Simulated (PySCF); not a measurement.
A run for PySCF: R-B3LYP/6-31G* on CH4 (SMILES C).

```python
from pyscf import gto, scf, dft, mp
from pyscf.data.elements import chemcore

mol = gto.M(
    atom='''
    C     0.00000000    0.00014000   -1.85916100
    H     0.00000000   -0.00008900   -2.94828400
    H    -0.88855100   -0.51306000   -1.49468500
    H     0.88855100   -0.51306000   -1.49468500
    H     0.00000000    1.02633900   -1.49486800
    ''',
    basis='6-31g*',
    cart=True,
    charge=0, spin=0, verbose=3, max_memory=1800)
mf = dft.RKS(mol, xc='b3lyp')
mf.conv_tol = 1e-8
mf.max_cycle = 100
mf.kernel()
if not mf.converged:
    mf = mf.newton().run(mf.mo_coeff, mf.mo_occ)
```

Program output:

```
converged SCF energy = -40.5183355056783
```

The run converged.

Cost: very roughly 0.5 core-seconds.
